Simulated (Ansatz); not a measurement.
**Active spaces for CH₃N, singlet**

Program: Ansatz, Gaussian basis, development build. Basis cc-pVDZ, nonrelativistic, no frozen core. State-specific CASSCF; RHF is the lowest restricted (open-shell) Hartree–Fock solution met. No symmetry is imposed, so a solution can break that of the shape. No proof that the lowest CASSCF solution was found.

Geometry:

```xyz
5

C    -0.0093   -0.0019    0.5931
N     0.1411   -0.0057   -0.6788
H    -0.0768   -0.8913    1.2274
H    -0.0778    0.9578    1.1030
H    -0.7771   -0.0149   -1.1371
```

What do CASSCF and its corrections give against RHF in CAS(4,3), and what are the occupations?

CASSCF -0.943 eV, SC-NEVPT2 -8.443 eV; occupations 2.00, 1.90, 0.10.
